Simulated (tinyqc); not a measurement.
The basis set: RHF and MP2 along a ladder of basis sets, for N2, spin multiplicity 1. Computed by the program tinyqc with PySCF. Same geometry throughout; the dipole is taken about the origin.

Geometry (angstrom):
```
atom       x       y       z
N     0.0000  0.0000  0.0000
N     0.0000  0.0000  1.0630
```

RHF and frozen-core MP2 in a ladder of bases:
```
basis        functions  E(RHF) (hartree)  E(MP2 corr) (hartree)  HOMO (eV)  LUMO (eV)  dipole (debye)
sto-3g              10        -107.48093               -0.14165    -14.922      8.094           0.000
3-21g               18        -108.29962               -0.22283    -16.834      5.378           0.000
6-31g               18        -108.86558               -0.22564    -17.215      4.625           0.000
6-31g**             28        -108.94234               -0.29503    -17.052      5.161           0.000
cc-pvdz             28        -108.95480               -0.29613    -16.963      5.292           0.000
aug-cc-pvdz         46        -108.96107               -0.30700    -17.165      2.819           0.000
cc-pvtz             60        -108.98650               -0.36456    -17.072      4.879           0.000
```

What does the comparison show, and why?

From cc-pVDZ to cc-pVTZ the RHF energy falls by 31.7 mhartree and the correlation energy by 68.4. If valence correlation converges as X^-3, (27 E(T) - 8 E(D))/19 gives -0.3934 hartree, a rough estimate from such small X that usually falls short; STO-3G holds about 36 % of it. Beyond STO-3G the LUMO moves by 2.6 eV and the HOMO by 0.4 eV; diffuse functions lower the positive LUMO sharply, since an unbound virtual level tracks the most diffuse function.
